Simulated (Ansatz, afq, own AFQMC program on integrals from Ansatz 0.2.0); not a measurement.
## Where AFQMC and coupled cluster stand for WH⁺, septet

```xyz
2

W     0.0000    0.0000    0.0000
H     0.0000    0.0000    1.6440
```

Basis def2-TZVPP with its core potentials. Noble-gas cores (and the filled d shells of Ga–Kr and In–Xe) are frozen. Ansatz 0.2.0 and our own AFQMC program on the same integrals; the CISD trial comes from CCSD amplitudes, and released means the phaseless constraint is let go. ± is one standard error of the sampling. No spin–orbit coupling. The metal's outer-core s and p shells are frozen, which shifts wave-function levels against functionals.

Determinant: UHF, the one that the program's search chose, which needn't be the lowest solution. The geometry is a point of a scan.

No full CI on the walks' own integrals is used here; CCSDT(Q) serves as the reference and is uncertain by about the last step of the cluster series.

Cautions: no spin-orbit coupling; outer-core shells of the metal frozen; lower spins were not checked; higher spins were not checked; the released energies have errors that jump between times, so the bars are unsure, so no released level is given (meV from the phaseless value at times in 1/Eh: -0.9 ± 0.3 at 0.60, -4.1 ± 1.6 at 1.20, 0 ± 3 at 2.00, -3.9 ± 0.7 at 3.00, -13 ± 11 at 4.20), though the last usable value meets CCSDT(Q) within the noise.

* T1 diagnostic: 0.0101
* weight of the determinant in the CISD state: 0.965
* ⟨S²⟩ of the determinant: 12.005
* size of the correlated space: 6 electrons in 66 orbitals

Reference: CCSDT(Q), correlation energy -1.979 eV.

```csv
level,E − E(reference) (kcal/mol),share of correlation (%)
HF,45.63,0.00
MP2,6.54,85.67
CCSD,1.03,97.74
CCSD(T),0.15,99.67
CCSDT,0.01,99.97
ph-AFQMC/CISD,0.08 ± 0.06,99.82
```

A walk keeps the symmetry of its determinant, which the program's search chose and which needn't be the lowest solution, so a lower state of the same spin and another symmetry isn't excluded.
